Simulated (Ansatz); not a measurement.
Elastic constant C12 (GPa) of solids drawn from the class of oxides, at two levels: PBE (plane waves, PAW; Ansatz, a quantum-chemistry and plane-wave program), and r²SCAN in Ansatz (plane waves, PAW).

```csv
solid,PBE,r²SCAN,shift (%)
rock-salt SrO,46.9,48.8,+4.1
cubic perovskite KTaO3,75.0,82.8,+10.4
rock-salt MgO,90.0,94.6,+5.1
rock-salt CaO,57.4,59.5,+3.7
A-type hexagonal La2O3,118,127,+7.6
stishovite (SiO2),163,203,+25
cubic perovskite BaHfO3,78.9,86.4,+9.5
rutile SnO2,140,174,+24
cubic perovskite BaZrO3,79.1,85.5,+8.1
anatase TiO2 (metastable phase),150,159,+6.0
```

The shifts run from +3.7 % to +25 %, with a median of +7.9 %.

Over all 10 rows r²SCAN is the larger in 10.

Ansatz's runs of these crystals have no spin polarisation.

Spin–orbit coupling is left out, also for the solids with elements from indium on (cubic perovskite KTaO3, A-type hexagonal La2O3, cubic perovskite BaHfO3, rutile SnO2, cubic perovskite BaZrO3); its size isn't shown.

Each level is taken at its own relaxed cell. Ansatz's density-functional and Hartree–Fock values are scalar-relativistic unless marked +SOC, with PAW data made under PBE.
